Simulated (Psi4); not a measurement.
# CF (SMILES [C]F): a chain of runs

Wanted: a geometry optimisation (UPBEh-3c/def2-mSVP), then the harmonic vibrations, then a single-point energy (UMP2/def2-TZVPP) of CF. 

The results are computed with Psi4 1.11.

## Step 1: The structure to begin with

CF: 2 atoms, total charge 0, spin state doublet. As SMILES, `[C]F`. The shape is that of a GFN2-xTB optimisation. The run starts from this shape.

Bond lengths: C1–F2 1.274 Å.

## Step 2: A geometry optimisation at UPBEh-3c/def2-mSVP (density fitting) (run 1)

The input, run.py:

```python
import psi4

psi4.set_memory(1600000000)
psi4.set_num_threads(1)
psi4.core.set_output_file('run.log', False)

m = psi4.geometry("""
0 2
C      0.000000     0.000000     0.000000
F      0.000000     0.000000     1.274400
""")

psi4.set_options({
    'reference': 'uks',
    'geom_maxiter': 60,
})

e = psi4.optimize("pbeh-3c")
print(f'total energy {e:.8f} hartree = {e * 27.211386:.5f} eV')
print(m.to_string(dtype='xyz', units='Angstrom'))
for k, v in sorted(psi4.core.scalar_variables().items()):
    print(f'{k:45s} {v:18.10f}')
```

Command:

```
$ python run.py
```

run.log:

```text
[...]
  Running in c2v symmetry.
[...]
  Nuclear repulsion =   22.422763163983053
[...]
  Multiplicity = 2
[...]
  Nalpha       = 8
  Nbeta        = 7
[...]
    Number of basis functions: 30
[...]
   @DF-UKS iter   1:  -137.49167592853900   -4.46681e-01   7.41616e-03 ADIIS/DIIS
[...]
   @DF-UKS iter   7:  -137.50146871747393   -2.55795e-13   5.33049e-09 DIIS
[...]
   @S^2 Observed:                7.534401867E-01
[...]
  @DF-UKS Final Energy:  -137.50146871747393
   => Energetics <=
    Nuclear Repulsion Energy =             22.4326406232036284
    One-Electron Energy =                -233.9036159436797391
    Two-Electron Energy =                  83.0927337597395876
    DFT Exchange-Correlation Energy =      -9.1236597467617084
    Empirical Dispersion Energy =           0.0004325900243172
    VV10 Nonlocal Energy =                  0.0000000000000000
    Total Energy =                       -137.5014687174739265
[...]
 Multipole Moments:
 ------------------------------------------------------------------------------------
     Multipole            Electronic (a.u.)      Nuclear  (a.u.)        Total (a.u.)
 ------------------------------------------------------------------------------------
 L = 1.  Multiply by 2.5417464519 to convert [e a0] to [Debye]
 Dipole X            :          0.0000000            0.0000000            0.0000000
 Dipole Y            :          0.0000000            0.0000000            0.0000000
 Dipole Z            :          0.7343656           -0.4651909            0.2691746
 Magnitude           :                                                    0.2691746
[...]
  -Total Gradient:
     Atom            X                  Y                   Z
    ------   -----------------  -----------------  -----------------
       1        0.000000000000     0.000000000000    -0.000234616279
       2        0.000000000000    -0.000000000000     0.000225766065
[...]
    Final optimized geometry and variables:
    Molecular point group: c2v
    Full point group: C_inf_v
    Geometry (in Angstrom), charge = 0, multiplicity = 2:
    C            0.000000000000     0.000000000000    -0.780714545674
    F            0.000000000000     0.000000000000     0.493124315125
```

Standard output:

```text
Some dependencies such as QCElemental have not yet finished migration to pydantic v2. If issues are encountered please downgrade pydantic or upgrade QCElemental as appropriate
Optimizer: Optimization complete!
total energy -137.50146872 hartree = -3741.60554 eV
2
0 2 CF
C                     0.000000000000     0.000000000000    -0.780714545674
F                     0.000000000000     0.000000000000     0.493124315125

CURRENT ENERGY                                   -137.5014687175
CURRENT REFERENCE ENERGY                         -137.5014687175
DD SOLVATION ENERGY                                 0.0000000000
DFT FUNCTIONAL TOTAL ENERGY                      -137.5019013075
DFT TOTAL ENERGY                                 -137.5014687175
DFT VV10 ENERGY                                     0.0000000000
DFT XC ENERGY                                      -9.1236597468
DISPERSION CORRECTION ENERGY                       -0.0001598024
GRID ELECTRONS ALPHA                                8.0000008752
GRID ELECTRONS BETA                                 7.0000007871
GRID ELECTRONS TOTAL                               15.0000016622
NUCLEAR REPULSION ENERGY                           22.4326406232
ONE-ELECTRON ENERGY                              -233.9036159437
OPTIMIZATION ITERATIONS                             2.0000000000
PBEH3C DISPERSION CORRECTION ENERGY                -0.0001598024
PCM POLARIZATION ENERGY                             0.0000000000
PE ENERGY                                           0.0000000000
SCF ITERATION ENERGY                             -137.5014687175
SCF ITERATIONS                                      7.0000000000
SCF TOTAL ENERGY                                 -137.5014687175
TWO-ELECTRON ENERGY                                83.0927337597
XC GRID RADIAL POINTS                              75.0000000000
XC GRID SPHERICAL POINTS                          302.0000000000
XC GRID TOTAL POINTS                            43224.0000000000
```

It took 6 s on 1 thread of Intel Xeon at 2.80GHz (Skylake/Cascade Lake), shared host; peak memory 0.26 GiB.

## Step 3: The harmonic vibrations at UPBEh-3c/def2-mSVP (density fitting) (run 2)

The input, job.in:

```
memory 1600 MB

molecule m {
  0 2
  C
  F 1 1.273839
  units angstrom
}

set {
  reference                  uks
  t                          298.15
  rotational_symmetry_number 1
}

frequency("pbeh-3c")
```

Command:

```
$ psi4 -n 1 job.in job.out
```

job.out:

```text
[...]
  Running in c2v symmetry.
[...]
  Nuclear repulsion =   22.432638171841184
[...]
  Multiplicity = 2
[...]
  Nalpha       = 8
  Nbeta        = 7
[...]
    Number of basis functions: 30
[...]
   @DF-UKS iter   1:  -137.49167125112689   -4.45757e-01   7.41379e-03 ADIIS/DIIS
[...]
  Running in cs symmetry.
[...]
   @DF-UKS iter  11:  -137.50146871726383   -9.09495e-13   5.61331e-09 DIIS
[...]
   @S^2 Observed:                7.534401901E-01
[...]
  @DF-UKS Final Energy:  -137.50146871726383
   => Energetics <=
    Nuclear Repulsion Energy =             22.4326315921678336
    One-Electron Energy =                -233.9035992546566547
    Two-Electron Energy =                  83.0927259063266064
    DFT Exchange-Correlation Energy =      -9.1236595521266626
    Empirical Dispersion Energy =           0.0004325910250179
    VV10 Nonlocal Energy =                  0.0000000000000000
    Total Energy =                       -137.5014687172638332
[...]
 Multipole Moments:
 ------------------------------------------------------------------------------------
     Multipole            Electronic (a.u.)      Nuclear  (a.u.)        Total (a.u.)
 ------------------------------------------------------------------------------------
 L = 1.  Multiply by 2.5417464519 to convert [e a0] to [Debye]
 Dipole X            :          0.0000000            0.0000000            0.0000000
 Dipole Y            :          0.0005625           -0.0003563            0.0002062
 Dipole Z            :          0.7343644           -0.4651910            0.2691735
 Magnitude           :                                                    0.2691735
[...]
  -Total Gradient:
     Atom            X                  Y                   Z
    ------   -----------------  -----------------  -----------------
       1        0.000000000000    -0.000000180094    -0.000235138033
       2        0.000000000000     0.000000173316     0.000226287877
[...]
  ==> Harmonic Vibrational Analysis <==
[...]
  Freq [cm^-1]                1382.9211
[...]
  IR activ [km/mol]            170.8678
[...]
  Total E_0, Enthalpy at 0 [K]                                                         -137.49831819 [Eh]
[...]
  Total H, Enthalpy at  298.15 [K]                                                     -137.49500557 [Eh]
[...]
  Total G, Gibbs energy at  298.15 [K]                                                 -137.51853586 [Eh]
[...]
```

Wall time 11 s (1 thread of Intel Xeon at 2.80GHz (Skylake/Cascade Lake), shared host); peak memory 0.26 GiB.

## Step 4: A single-point energy at UMP2/def2-TZVPP (density fitting, density fitting for correlation) (run 3)

The input, input.in:

```
memory 1600 mb

molecule {
  0 2
  C      0.000000     0.000000     0.000344
  F      0.000000     0.000000     1.274183
  symmetry c1
}

set globals {
  reference uhf
  num_frozen_docc 2
}

energy_value, wavefunction = energy("mp2/def2-TZVPP", return_wfn=True)
```

Command:

```
$ psi4 -n 1 input.in input.out
```

input.out:

```text
[...]
  Running in c1 symmetry.
[...]
  Nuclear repulsion =   22.432638171841180
[...]
  Multiplicity = 2
[...]
  Nalpha       = 8
  Nbeta        = 7
[...]
    Number of basis functions: 62
[...]
   @DF-UHF iter   1:  -137.20482086083086   -7.16746e-01   3.47852e-03 DIIS/ADIIS
[...]
   @DF-UHF iter  13:  -137.23207978917168   -1.25056e-12   4.41530e-09 DIIS
[...]
   @S^2 Observed:                7.621586083E-01
[...]
    Orbital Energies [Eh]
    ---------------------
    Alpha Occupied:
       1A    -26.389943     2A    -11.384805     3A     -1.726445
       4A     -0.942902     5A     -0.802231     6A     -0.746872
       7A     -0.600781     8A     -0.399854
    Alpha Virtual:
       9A      0.065364    10A      0.212148    11A      0.270127
      12A      0.311054    13A      0.358941    14A      0.570212
      15A      0.609998    16A      0.738768    17A      0.745705
      18A      0.811982    19A      0.813266    20A      0.995484
      21A      1.010420    22A      1.038852    23A      1.258919
      24A      1.503795    25A      1.621483    26A      1.671479
[...]
  @DF-UHF Final Energy:  -137.23207978917168
   => Energetics <=
    Nuclear Repulsion Energy =             22.4326381718411803
    One-Electron Energy =                -233.9806311483676495
    Two-Electron Energy =                  74.3159131873548091
    Total Energy =                       -137.2320797891716779
  UHF NO Occupations:
  HONO-2 :    6  A 1.9993023
  HONO-1 :    7  A 1.9947906
[...]
 Multipole Moments:
 ------------------------------------------------------------------------------------
     Multipole            Electronic (a.u.)      Nuclear  (a.u.)        Total (a.u.)
 ------------------------------------------------------------------------------------
 L = 1.  Multiply by 2.5417464519 to convert [e a0] to [Debye]
 Dipole X            :          0.0000000            0.0000000            0.0000000
 Dipole Y            :         -0.0000000            0.0000000           -0.0000000
 Dipole Z            :          0.6279912           -0.4651910            0.1628002
 Magnitude           :                                                    0.1628002
[...]
```

Run time: 1.9 s. Hardware: 1 thread of Intel Xeon at 2.80GHz (Skylake/Cascade Lake), shared host; peak memory 0.2 GiB.

## Step 5: What came out

| quantity | value |
| --- | --- |
| run 1, UPBEh-3c/def2-mSVP: total energy at the end | -137.50147 Eh |
| run 1, UPBEh-3c/def2-mSVP: dipole moment | 0.68 D |
| run 1, UPBEh-3c/def2-mSVP: HOMO energy (highest over α and β) | -7.21 eV |
| run 1, UPBEh-3c/def2-mSVP: LUMO energy (lowest over α and β) | -1.68 eV |
| run 1, UPBEh-3c/def2-mSVP: bond length | 1.274 Å |
| run 1, UPBEh-3c/def2-mSVP: ⟨S²⟩ | 0.753 |
| run 2, UPBEh-3c/def2-mSVP: harmonic wavenumber | 1383 cm⁻¹ |
| run 2, UPBEh-3c/def2-mSVP: zero-point energy | 8.3 kJ/mol |
| run 2, UPBEh-3c/def2-mSVP: ideal-gas entropy at 298.15 K (symmetry number 1 as used) | 49.5 cal/(mol K) |
| run 3, UMP2/def2-TZVPP: total energy | -137.58144 Eh |
| run 3, UMP2/def2-TZVPP: HOMO energy (Hartree–Fock orbitals) (highest over α and β) | -10.88 eV |
| run 3, UMP2/def2-TZVPP: LUMO energy (Hartree–Fock orbitals) (lowest over α and β) | 1.78 eV |
| run 3, UMP2/def2-TZVPP: correlation energy (2 core orbitals frozen) | -349.4 mEh |
| run 3, UMP2/def2-TZVPP: ⟨S²⟩ of the reference determinant | 0.762 |

The optimisation (run 1, UPBEh-3c/def2-mSVP) took 2 steps and changed the energy by -0.000 eV. The one mode (run 2, UPBEh-3c/def2-mSVP) is real, so the shape is a minimum at this level.
